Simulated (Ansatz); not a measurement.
Process, species as SMILES: ClCCl → Cl[CH-]Cl + H+
B3LYP-D3(BJ)/def2-TZVP geometries, fixed; electronic energies without zero-point terms.

Basis-set convergence of the deprotonation energy at PBE with Ansatz (a quantum-chemistry and plane-wave program). Cartesian d functions, on some or all atoms, in 6-31G**; all else is spherical. The program fits the integrals of some runs and decomposes those of others, by size. No added dispersion term, no relativity. Functions are those of the species that has most. Reference: the value in aug-pcseg-3, 381.52 kcal/mol, itself unsure by roughly 0.05 kcal/mol (its mean distance from aug-cc-pV(Q+d)Z, def2-QZVPPD). Deviations are taken from unrounded values.

```csv
basis,functions,deprotonation energy (kcal/mol),minus reference (kcal/mol)
STO-3G,25,449.97,68.46
def2-SVP,60,395.22,13.71
pcseg-1,60,381.94,0.42
6-31G**,63,391.75,10.24
aug-pcseg-1,95,377.89,-3.63
def2-TZVPP,143,385.57,4.06
aug-pcseg-2,192,381.41,-0.10
aug-cc-pV(T+d)Z,202,381.07,-0.44
cc-pV(Q+d)Z,243,384.09,2.57
def2-QZVPP,257,382.99,1.47
def2-QZVPPD,287,381.60,0.09
aug-cc-pV(Q+d)Z,350,381.51,-0.01
cc-pV(5+d)Z,401,382.88,1.37
```
